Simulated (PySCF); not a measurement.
One averaged value for each set of equivalent atoms, non-relativistic Hamiltonian, a single conformation, gas phase. GFN2-xTB structure; PBE0/pcSseg-1 with gauge-including orbitals; PySCF 2.14.

δ = σ(ref) − σ, references computed at the same level: ¹H (σ = 31.72 ppm), ¹³C (σ = 186.93 ppm) against TMS. Shifts are as computed. Against solution values, carbons near 30 ppm lie about +3 ppm off and those near 130 ppm about +5 ppm. Of 1211 compounds with measured shifts, 218 miss one by over three times the rms of a fit or turn the order of signals round; such compounds aren't used in these exercises. OH and NH positions are gas-phase values without hydrogen bonding to other molecules.

Task: Order these molecules by the shift of their most deshielded carbon, lowest δ first.
A. CCC(C)(C)F
B. CN(C)CN(C)C
C. C=CO[SiH2]Cl
D. CNNC(C)(C)C
E. C=CP(NC)C(F)(F)F

Result: D (54.5 ppm, fully substituted sp3 carbon bonded to N), B (85.0 ppm, sp3 CH2 bonded to 2 N), A (95.5 ppm, fully substituted sp3 carbon bonded to F), E (145.2 ppm, alkene CH), C (153.5 ppm, alkene carbon bearing oxygen).

Task: Order these molecules by the shift of their most deshielded carbon-bound hydrogen, lowest δ first.
A. C=CP(NC)C(F)(F)F
B. CNNC(C)(C)C
C. CCC(C)(C)F

Result: C (1.51 ppm, hydrogen on an sp3 CH2), B (2.76 ppm, hydrogen on a methyl carbon bonded to N), A (6.78 ppm, hydrogen on an alkene CH).

Task: How many ¹³C and ¹H signals does each give (equivalence by symmetry and fast rotation, but not about amide C–N or C=N bonds)? `CN(C)CN(C)C`, `C=CP(NC)C(F)(F)F`, `C=CO[SiH2]Cl`, `CNNC(C)(C)C`, `CCC(C)(C)F`

Result: CN(C)CN(C)C: 2 C, 2 H; C=CP(NC)C(F)(F)F: 4 C, 5 H; C=CO[SiH2]Cl: 2 C, 4 H; CNNC(C)(C)C: 3 C, 4 H; CCC(C)(C)F: 4 C, 3 H.
